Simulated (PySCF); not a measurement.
Compound: [S4]2+ (charge +2).
Z-matrix (Å and degrees, PBE0-D3(BJ)/def2-SVP geometry), rows numbered from 1:
```
S 
S   1  2.0467
S   2  2.0467  1   90.01
S   3  2.0467  2   89.99  1    -0.08
```

Computed, not measured: PBE0-D3(BJ)/def2-SVP geometry optimisation, gas phase (PySCF).

Take the most abundant isotopes and a rigid rotor. The values belong to one conformer.

Question: What are A, B and C (MHz)?

Answer: Ia = 133.91, Ib = 133.95, Ic = 267.85 u·Å²; 505379 MHz·u·Å²/I gives A = 3774, B = 3773, C = 1887 MHz.

Question: What kind of rotor is it?

Answer: An oblate symmetric top, as the point group D4h requires two equal moments; the computed ones differ by 0.03 % because the geometry is symmetric only within the optimiser's tolerance: κ = (2 × 3773 − 3774 − 1887)/(3774 − 1887) = 1.00.

Question: Is it planar, by Δ = Ic − Ia − Ib?

Answer: Planar: Δ = Ic − Ia − Ib = 0.00 u·Å². For a rigid frame Δ = −2 Σ m c², so it vanishes when all atoms lie in the ab plane; here none is more than 0.01 Å from it.

The point group D4h allows no dipole (computed: 0.00 D (about the centre of mass, as the species is charged)), so a rigid rotor has no electric-dipole lines.

Question: Estimate the classical rotational partition function at 10 K, 25 K and 50 K.

Answer: Point group D4h, symmetry number σ = 8; q = (√π/σ)·√((kT/h)³/(ABC)), k/h = 20836.6 MHz/K: 129 at 10 K, 508 at 25 K, 1440 at 50 K.

Stationary, but not proved a minimum. The ion is multiply charged and computed without counter-ions or solvent. These are rigid-rotor constants of the computed structure; measured ground-state constants (B0) also hold zero-point vibration.
